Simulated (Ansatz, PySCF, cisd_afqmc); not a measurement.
System: CS₂, charge 0, singlet. CS2 (methanedithione, SMILES S=C=S).
B3LYP-D3(BJ)/def2-TZVP minimum from Ansatz (a quantum-chemistry and plane-wave program):
```xyz
3

S      0.0000     0.0000    -1.5527
C      0.0000     0.0000     0.0000
S      0.0000     0.0000     1.5527
```
Charge 0, spin multiplicity 1.

Atomisation energy term by term, kcal/mol (programs: Ansatz, cisd_afqmc). Open shells are spin-unrestricted; no spin-orbit coupling. Cores are frozen in correlated methods. Rows without X2C or -DK are non-relativistic. AFQMC is phaseless with a CISD trial state; ± is one standard error, without the phaseless bias. Outlying blocks are dropped, and bars are widened where a walk drifts. Over all cases where full CI ran beside it in this data, AFQMC minus full CI had a median of +0.1 mEh and passed +0.4 mEh in a tenth of the cases. CBS(X,Y): correlation extrapolated as X^-3, Hartree-Fock from the larger set (Q,5: extrapolated as (X+1)exp(-9√X)). A bracket is a step between two methods taken in the basis named. 'core' is core correlation in cc-pwCVTZ (1s frozen past Ne), 'X2C' scalar relativity in cc-pVTZ-DK, both at CCSD(T).

```
term                                                          basis  kcal/mol
-----------------------  ------------------------------------------  --------
Hartree-Fock                           CBS(cc-pV(Q+d)Z,cc-pV(5+d)Z)    164.57
CCSD correlation                       CBS(cc-pV(Q+d)Z,cc-pV(5+d)Z)     98.21
(T)                                    CBS(cc-pV(Q+d)Z,cc-pV(5+d)Z)     16.00
CCSDT(Q) - CCSD(T)                                      cc-pV(T+d)Z      0.79
core correlation                                          cc-pwCVTZ      1.79
scalar relativity                                   X2C, cc-pVTZ-DK     -0.59
minus zero-point energy  Hessian by PySCF at B3LYP-D3(BJ)/def2-TZVP     -4.36
sum: D0                                                                 276.4
```

The step beyond CCSD(T) by other levels: AFQMC/CISD in cc-pV(D+d)Z 0.70 ± 0.28; CCSDT(Q) in cc-pV(D+d)Z 1.08; AFQMC/CISD in cc-pV(T+d)Z 1.22 ± 0.64 kcal/mol.
